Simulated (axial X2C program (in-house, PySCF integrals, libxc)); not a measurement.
## Low determinants of NaB at the PBE0 level, 2c

Computed with an in-house relativistic program for diatomic molecules. Two-component (2c) means X2C with spin–orbit coupling and atomic mean-field two-electron Coulomb and Gaunt terms. Basis: Na dyall-cv3z [9s8p5d2f], B dyall-v3z [7s6p2d1f] (cores contracted in-house); Gaussian nuclei, density fitting, unrestricted open shells. Masses: Na 22.990 u, B 11.009 u.

Search at 2.486 Å (vertical energies from the lowest determinant):

| ΔE (eV) | state | electrons beyond evenly filled partner blocks | electrons in ±ω = 1/2, 3/2, 5/2, 7/2 |
| --- | --- | --- | --- |
| 0.00 | Ω = 2 | ω = 1/2, ω = 3/2 | 13 3 0 0 |
| 0.24 | Ω = 1 | 2 × ω = 1/2 | 14 2 0 0 |
| 0.24 | Ω = 1 | ω = -1/2, ω = 3/2 | 13 3 0 0 |
| 0.39 | Ω = 0 | none | 14 2 0 0 |
| 1.45 | Ω = 0 | none | 12 4 0 0 |
| 3.36 | Ω = 3 | 2 × ω = 3/2 | 12 4 0 0 |
| 4.74 | Ω = 3 | 3 × ω = 1/2, ω = 3/2 | 13 3 0 0 |

Lowest determinant, Ω = 2 (⟨Sz⟩ = 1.00, ⟨Lz⟩ = 1.00 at PBE0): Re = 2.483 Å, ωe = 334.5 cm⁻¹.

The determinant in row 2 of the search, Ω = 1 (⟨Sz⟩ = 0.00, ⟨Lz⟩ = 1.00 at PBE0), was followed along the bond at PBE0; measured from the minimum of the lowest determinant it gives:

Te = 0.234 eV (1888 cm⁻¹), Re = 2.519 Å, ωe = 304.6 cm⁻¹.

Compare the bond of the determinant in row 2 with that of the lowest one.

At PBE0 its Re is 0.036 Å longer and its force constant, which goes as ωe², is 0.83 times that of the lowest determinant. This determinant mixes spin states, so it has no term energy of its own.

The search compares states at one distance, so a state with another bond length can lie lower; it is not exhaustive and yields mostly the lowest determinant of each block pattern, so other components and higher states of one pattern are missing. These are energies of single determinants, not of spin-adapted states; PBE0 term energies can be off by some tenths of an eV, and the functional has no current term. Open-shell Ω = 0 determinants with evenly filled partner blocks cannot be reached by this program, so the Ω shown need not be the lowest component. The lowest determinant need not be the ground state where others lie within half an eV.
